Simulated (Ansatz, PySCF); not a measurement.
Barrier height from HO− + CH3F (SMILES CF) to the transition structure CH4FO, without zero-point energy, on the benchmark's geometries as Psi4's copy of the set gives them.
Transition structure (charge -1, multiplicity 1):
```csv
atom,x (Å),y (Å),z (Å)
F,0.0225,-0.0075,0.0055
C,-0.0184,0.0050,1.7649
H,1.0480,0.0052,1.8541
H,-0.5478,0.9347,1.7922
H,-0.5490,-0.9234,1.8058
O,0.0013,0.0192,3.7506
H,-0.9268,0.0316,3.9976
```

Open shells are unrestricted; no spin–orbit coupling.

Rows in 6-31G*, STO-3G carry no dispersion term and start afresh at each structure (6-31G* with six Cartesian d functions).

Programs: Ansatz (Gaussian basis) for Hartree–Fock, density functionals and correlated methods; PySCF for 6-31G* rows, STO-3G rows, the dispersion terms. Each number belongs to the level named beside it.

**Question.** One of these levels gives -7.28 kcal/mol for the barrier height. Which?
A) HF/6-31G*
B) HF/STO-3G
C) revPBE-D3(BJ)/def2-TZVPPD
D) revPBE/def2-TZVPPD

**Answer.** C, revPBE-D3(BJ)/def2-TZVPPD. The others give 20.31 (HF/STO-3G), -1.88 (HF/6-31G*), -5.42 (revPBE/def2-TZVPPD)

Ansatz is a program for electronic structure.
